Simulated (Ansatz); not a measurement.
Input (CCSDT(Q)/aug-cc-pV(D+d)Z; Ansatz, a program for electronic structure): A basis named .json is the Basis Set Exchange file of that set.

Ansatz 0.2 input:
```yaml
crystal:
  periodic: [false, false, false]
  atoms:
    - {symbol: O, position_ang: [-1.58087049, 0.06927437, 0.19064789]}
    - {symbol: C, position_ang: [-0.63884525, -0.04486036, -0.50883688]}
    - {symbol: S, position_ang: [1.03000221, -0.01781455, 0.09548989]}
basis:
  gaussian:
    orbitals: aug-cc-pV_D+d_Z.json
magnetization: {spin_polarized: true, initial_magnetization: 2}
correlation: {method: ccsdt_q, electrons: outside_noble_gas}
```

Output:

```
Functional definition: HF
integrals: 0.15 GiB planned
1288 factors; integrals over basis functions are off by at most 1.7e-7 eV
mean field: 0.25 GiB planned
mean field evaluation 1: about -13881.1869 eV, gradient 2.2e1 eV
mean field evaluation 2: about -13881.1888 eV, gradient 2.2e1 eV
mean field evaluation 4: about -13883.5756 eV, gradient 3.0e0 eV
mean field evaluation 8: about -13883.7004 eV, gradient 2.1e-1 eV
mean field evaluation 16: about -13882.3087 eV, gradient 1.8e1 eV
mean field evaluation 32: about -13883.3602 eV, gradient 5.9e-1 eV
mean field evaluation 64: about -13883.3187 eV, gradient 7.5e-1 eV
mean field evaluation 96: about -13883.3310 eV, gradient 1.1e-1 eV
mean field evaluation 128: about -13878.6268 eV, gradient 2.9e0 eV
mean field evaluation 160: about -13880.4400 eV, gradient 2.1e0 eV
mean field evaluation 192: about -13880.3806 eV, gradient 3.3e-1 eV
mean field evaluation 224: about -13880.5024 eV, gradient 1.7e-2 eV
mean field -13883.70260167 eV, -510.2166598999 hartree, gradient 1.2e-6 eV, S^2 2.029236; 7 other end points of the search recorded, 0 dependent functions left out
determinant -13883.70260167 eV, -510.2166598999 hartree, with singles and doubles -13895.65158808 eV, -510.6557770512 hartree
determinant -13883.33162185 eV, -510.2030266429 hartree, with singles and doubles -13895.27960302 eV, -510.6421068521 hartree
determinant -13880.50241207 eV, -510.0990551011 hartree, with singles and doubles -13892.61850477 eV, -510.5443132953 hartree
determinant -13883.70260167 eV, -510.2166598999 hartree, with singles and doubles -13895.66757849 eV, -510.6563646878 hartree
determinant -13883.33162185 eV, -510.2030266429 hartree, with singles and doubles -13895.29404014 eV, -510.6426374064 hartree
7 core orbitals not correlated
reference -13883.70260167 eV, -510.2166598999 hartree; 9, 7 occupied and 62, 64 virtual orbitals, 1288 factors
second order -11.36614201 eV of doubles, -0.00000000 eV of singles
coupled cluster: 4.04 GiB planned
cycle   1  -11.41143781 eV  change   -4.5e-2 eV  update   1.3e-1
cycle   2  -12.05434628 eV  change   -6.4e-1 eV  update   7.5e-2
cycle   3  -12.54310139 eV  change   -4.9e-1 eV  update   3.4e-2
cycle   4  -12.54238471 eV  change    7.2e-4 eV  update   1.4e-2
cycle   5  -12.51592688 eV  change    2.6e-2 eV  update   8.6e-3
cycle   6  -12.51964874 eV  change   -3.7e-3 eV  update   4.6e-3
cycle   7  -12.52827240 eV  change   -8.6e-3 eV  update   2.6e-3
cycle   8  -12.52878118 eV  change   -5.1e-4 eV  update   1.4e-3
cycle   9  -12.52711011 eV  change    1.7e-3 eV  update   7.1e-4
cycle  10  -12.52828118 eV  change   -1.2e-3 eV  update   3.8e-4
cycle  11  -12.52742319 eV  change    8.6e-4 eV  update   2.5e-4
cycle  12  -12.52747316 eV  change   -5.0e-5 eV  update   1.6e-4
cycle  13  -12.52767772 eV  change   -2.0e-4 eV  update   9.7e-5
cycle  14  -12.52767513 eV  change    2.6e-6 eV  update   6.4e-5
cycle  15  -12.52768496 eV  change   -9.8e-6 eV  update   4.3e-5
cycle  16  -12.52770761 eV  change   -2.3e-5 eV  update   2.8e-5
cycle  17  -12.52769697 eV  change    1.1e-5 eV  update   1.9e-5
cycle  18  -12.52771591 eV  change   -1.9e-5 eV  update   1.1e-5
cycle  19  -12.52772491 eV  change   -9.0e-6 eV  update   6.3e-6
cycle  20  -12.52772553 eV  change   -6.2e-7 eV  update   3.5e-6
cycle  21  -12.52772524 eV  change    2.9e-7 eV  update   2.2e-6
cycle  22  -12.52772469 eV  change    5.5e-7 eV  update   1.3e-6
coupled cluster: 4.05 GiB planned
perturbative correction -0.05221960 eV, -0.0019190349 hartree
Total energy: -13896.28254596 eV, -510.6789643254 hartree
```

This triplet is an excited state, 3.4 eV above the singlet at CCSD(T)/cc-pV(5+d)Z (Ansatz).
